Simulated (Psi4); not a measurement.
# One shape, several levels: PN (phosphorus nitride)

Aim: a comparison of 3 runs (PBE0/def2-SVP, B3LYP/6-31G*, CCSD(T)/cc-pVTZ) of PN (phosphorus nitride). 

The results are computed with Psi4 1.11.

3 further runs of the same task are left out: 3 set aside as unsound or not needed.

### Step 1. Starting point

PN: 2 atoms, total charge 0, spin state singlet. SMILES: `N#P`. Geometry: the measured bond length.

Bond lengths: N1–P2 1.491 Å.

### Step 2. Energy and forces at PBE0/def2-SVP (run 1)

File run.py:

```python
import psi4

psi4.set_memory(1600000000)
psi4.set_num_threads(1)
psi4.core.set_output_file('np.out', False)

m = psi4.geometry("""
0 1
N
P 1 1.490866
symmetry c1
""")

options = {'basis': 'def2-SVP', 'puream': True, 'e_convergence': 1e-09, 'd_convergence': 1e-08, 'scf_type': 'pk', 'dft_radial_points': 99, 'dft_spherical_points': 590}
psi4.set_options(options)

E, wfn = psi4.gradient("pbe0", return_wfn=True)
psi4.oeprop(wfn, "WIBERG_LOWDIN_INDICES", "LOWDIN_CHARGES", "QUADRUPOLE", title="PBE0")
print('gradient / Eh bohr^-1')
print(E.np.round(6))
print(f'energy = {wfn.energy():.10f} Eh')
```

On the command line:

```
python run.py
```

np.out:

```text
[...]
  Running in c1 symmetry.
[...]
  Nuclear repulsion =   37.269350243650337
[...]
  Multiplicity = 1
[...]
  Nalpha       = 11
  Nbeta        = 11
[...]
    Number of basis functions: 32
[...]
   @RKS iter   1:  -395.40342446605200   -1.63718e-01   2.40594e-02 DIIS/ADIIS
[...]
   @RKS iter  10:  -395.71207048733277   -8.52651e-13   4.12175e-09 DIIS
[...]
    Orbital Energies [Eh]
    ---------------------
    Doubly Occupied:
       1A    -77.235675     2A    -14.424965     3A     -6.656386
       4A     -4.795207     5A     -4.795207     6A     -4.791872
       7A     -0.870730     8A     -0.502442     9A     -0.347257
      10A     -0.347257    11A     -0.336523
[...]
  @RKS Final Energy:  -395.71207048733277
   => Energetics <=
    Nuclear Repulsion Energy =             37.2693502436503366
    One-Electron Energy =                -619.7466386715668705
    Two-Electron Energy =                 209.3312556353140224
    DFT Exchange-Correlation Energy =     -22.5660376947302801
    Empirical Dispersion Energy =           0.0000000000000000
    VV10 Nonlocal Energy =                  0.0000000000000000
    Total Energy =                       -395.7120704873327099
[...]
  -Total Gradient:
     Atom            X                  Y                   Z
    ------   -----------------  -----------------  -----------------
       1       -0.000000000000    -0.000000000000    -0.003160521517
       2        0.000000000000    -0.000000000000     0.003159477322
[...]
 Multipole Moments:
 ------------------------------------------------------------------------------------
     Multipole            Electronic (a.u.)      Nuclear  (a.u.)        Total (a.u.)
 ------------------------------------------------------------------------------------
 L = 1.  Multiply by 2.5417464519 to convert [e a0] to [Debye]
 Dipole X            :          0.0000000            0.0000000            0.0000000
 Dipole Y            :         -0.0000000            0.0000000           -0.0000000
 Dipole Z            :          1.4216236           -0.4240837            0.9975399
 Magnitude           :                                                    0.9975399
 L = 2.  Multiply by 1.3450342976 to convert [e a0^2] to [Debye ang]
 Quadrupole XX       :        -12.8207966            0.0000000          -12.8207966
 Quadrupole XY       :         -0.0000000            0.0000000           -0.0000000
[...]
```

The script printed:

```text
gradient / Eh bohr^-1
[[-0.       -0.       -0.003161]
 [ 0.       -0.        0.003159]]
energy = -395.7120704873 Eh
```

Run time: 2.6 s. Hardware: 1 thread of INTEL XEON PLATINUM 8581C at 2.10GHz (Emerald Rapids), shared host; peak memory 0.3 GiB.

### Step 3. The energy at B3LYP/6-31G(d) (Cartesian functions) (run 2)

File job.py:

```python
import psi4

psi4.set_memory(1600000000)
psi4.set_num_threads(1)
psi4.set_output_file('np.out', False)

geom = psi4.geometry("""
0 1
N      0.000000     0.000000     0.000000
P      0.000000     0.000000     1.490866
symmetry c1
no_reorient
no_com
""")

options = {'puream': False, 'e_convergence': 1e-09, 'd_convergence': 1e-08, 'scf_type': 'pk', 'dft_radial_points': 99, 'dft_spherical_points': 590}
psi4.set_options(options)

result, w = psi4.energy('b3lyp/6-31G*', return_wfn=True)
psi4.oeprop(w, 'WIBERG_LOWDIN_INDICES', 'QUADRUPOLE', 'LOWDIN_CHARGES')
print(f'total energy {result:.8f} hartree = {result * 27.211386:.5f} eV')
```

On the command line:

```
python job.py
```

np.out:

```text
[...]
  Running in c1 symmetry.
[...]
  Nuclear repulsion =   37.269350243650337
[...]
  Multiplicity = 1
[...]
  Nalpha       = 11
  Nbeta        = 11
[...]
    Number of basis functions: 34
[...]
   @RKS iter   1:  -395.69766166845960   -1.00668e-01   2.51078e-02 DIIS/ADIIS
[...]
   @RKS iter  11:  -396.06181336958298    5.68434e-14   1.50162e-10 DIIS
[...]
    Orbital Energies [Eh]
    ---------------------
    Doubly Occupied:
       1A    -77.126088     2A    -14.374505     3A     -6.601848
       4A     -4.763223     5A     -4.763223     6A     -4.759608
       7A     -0.855391     8A     -0.493762     9A     -0.334618
      10A     -0.334618    11A     -0.325640
[...]
  @RKS Final Energy:  -396.06181336958298
   => Energetics <=
    Nuclear Repulsion Energy =             37.2693502436503366
    One-Electron Energy =                -619.9051656199344507
    Two-Electron Energy =                 210.8052301654537359
    DFT Exchange-Correlation Energy =     -24.2312281587526073
    Empirical Dispersion Energy =           0.0000000000000000
    VV10 Nonlocal Energy =                  0.0000000000000000
    Total Energy =                       -396.0618133695829783
[...]
 Multipole Moments:
 ------------------------------------------------------------------------------------
     Multipole            Electronic (a.u.)      Nuclear  (a.u.)        Total (a.u.)
 ------------------------------------------------------------------------------------
 L = 1.  Multiply by 2.5417464519 to convert [e a0] to [Debye]
 Dipole X            :          0.0000000            0.0000000            0.0000000
 Dipole Y            :          0.0000000            0.0000000            0.0000000
 Dipole Z            :        -41.2921004           42.2599264            0.9678260
 Magnitude           :                                                    0.9678260
 L = 2.  Multiply by 1.3450342976 to convert [e a0^2] to [Debye ang]
 Quadrupole XX       :        -12.8268269            0.0000000          -12.8268269
 Quadrupole XY       :         -0.0000000            0.0000000           -0.0000000
[...]
```

Standard output:

```text
total energy -396.06181337 hartree = -10777.39088 eV
```

Wall time 2.8 s (1 thread of INTEL XEON PLATINUM 8581C at 2.10GHz (Emerald Rapids), shared host); peak memory 0.3 GiB.

### Step 4. A single-point energy at CCSD(T)/cc-pVTZ (run 3)

File input.in:

```
memory 1600 MB

molecule m {
  0 1
  N      0.00000000     0.00000000     0.00000000
  P      0.00000000     0.00000000     2.81732843
  units bohr
}

set globals {
  basis         cc-pVTZ
  scf_type      pk
  freeze_core   true
  e_convergence 1e-11
}

E, wfn = energy('ccsd(t)', return_wfn=True)
```

On the command line:

```
psi4 -i input.in -o input.out -n 1
```

input.out:

```text
[...]
  Running in c2v symmetry.
[...]
  Nuclear repulsion =   37.269350240433290
[...]
  Multiplicity = 1
[...]
  Nalpha       = 11
  Nbeta        = 11
[...]
    Number of basis functions: 64
[...]
   @RHF iter   1:  -395.04796636498946   -7.19283e-01   1.37304e-02 ADIIS/DIIS
[...]
   @RHF iter  11:  -395.17533711877252    1.70530e-13   1.96622e-09 DIIS
[...]
    Orbital Energies [Eh]
    ---------------------
    Doubly Occupied:
       1A1   -79.991983     2A1   -15.613272     3A1    -7.538849
       1B2    -5.429944     1B1    -5.429944     4A1    -5.429893
       5A1    -1.135892     6A1    -0.663379     7A1    -0.483574
       2B2    -0.441345     2B1    -0.441345
[...]
  @RHF Final Energy:  -395.17533711877252
   => Energetics <=
    Nuclear Repulsion Energy =             37.2693502404332904
    One-Electron Energy =                -619.6905291276024172
    Two-Electron Energy =                 187.2458417683966445
    Total Energy =                       -395.1753371187725179
[...]
 Multipole Moments:
 ------------------------------------------------------------------------------------
     Multipole            Electronic (a.u.)      Nuclear  (a.u.)        Total (a.u.)
 ------------------------------------------------------------------------------------
 L = 1.  Multiply by 2.5417464519 to convert [e a0] to [Debye]
 Dipole X            :          0.0000000            0.0000000            0.0000000
 Dipole Y            :          0.0000000            0.0000000            0.0000000
 Dipole Z            :          1.6560020           -0.4240837            1.2319183
 Magnitude           :                                                    1.2319183
[...]
      * MP2 total energy                      = -395.524795697249431
[...]
      * CCSD total energy                     = -395.523071303116467
[...]
      * CCSD(T) total energy                  = -395.546325272198544
[...]
```

Wall time 6 s (1 thread of INTEL XEON PLATINUM 8581C at 2.10GHz (Emerald Rapids), shared host); peak memory 0.42 GiB.

### Step 5. The series

```tsv
run	level	task	Cartesian functions	energy (Eh)	dipole moment (D)	HOMO energy (eV)	LUMO energy (eV)	wall time
1	PBE0/def2-SVP	gradient	no	-395.712070	2.54	-9.16	-2.07	2.6 s
2	B3LYP/6-31G* (Cartesian functions)	energy	yes	-396.061813	2.46	-8.86	-2.26	2.8 s
3	CCSD(T)/cc-pVTZ	energy	no	-395.546325	–	-12.01	1.36	6 s
```

### Step 6. Results

| quantity | value |
| --- | --- |
| run 3: total energy | -395.54633 Eh |
| run 3: HOMO energy (Hartree–Fock orbitals) | -12.01 eV |
| run 3: LUMO energy (Hartree–Fock orbitals) | 1.36 eV |
| run 3: HOMO–LUMO gap (Hartree–Fock orbitals) | 13.37 eV |
| run 3: correlation energy (6 core orbitals frozen) | -371.0 mEh |
| run 3: (T) correction | -23.25 mEh |
| run 3: T1 diagnostic | 0.019 |

**Reading.** Totals of different functionals can't be ranked against each other. All runs together took 11 s, the longest 6 s.
